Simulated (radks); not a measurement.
**Mg³⁺ in [He] 2s1 2p5 3s1: an all-electron calculation**

What are the levels of the magnesium ion Mg3+, how large are its shells, and how does its energy divide?

Method: Dirac Kohn-Sham, PBEsol, spin-unpolarised, spherical densities, finite nucleus; open shells fill j = l - 1/2 first. Code: radks (a radial shooting solver on a logarithmic mesh, Libxc functionals) version 1.

### 1 Starting point

- element: magnesium (Z = 12)
- charge: +3
- electrons: 9
- configuration: [He] 2s1 2p5 3s1
- nuclear rms radius: 3.057 fm

### 2 The run

Settings of this run:

```text
Z 12
configuration [He] 2s1 2p5 3s1 3p0 4s0 3d0 4f0
relativity Dirac
functional pbe_sol,pbe_sol
spin unpolarised
j_filling energy
nucleus finite rms 3.057 fm
c 137.035999084
```

On the command line:

```
> python run_ks.py task.json out
```

This one command runs every case of the session in turn.

Q: Predict the outcome of this run.

**Answer**, as computed:

| quantity | value |
| --- | --- |
| total energy | -192.25094 hartree |
| exchange-correlation share of it | 7.16 % |
| −T/E | 1.0017 |
| highest occupied level | 3s1/2, -36.161 eV |
| most extended occupied level | 3s1/2, <r> = 2.01 bohr |
| radius at density 0.001 e/bohr³ | 3.19 bohr |
| maxima of the radial density | 2 |

The radial density shows 2 maxima for 3 occupied principal shells; where shells overlap, one shows as a shoulder or not at all. This is not the tabulated ground configuration, so its levels and sizes aren't those of the ground state, and no measured value stands beside it.
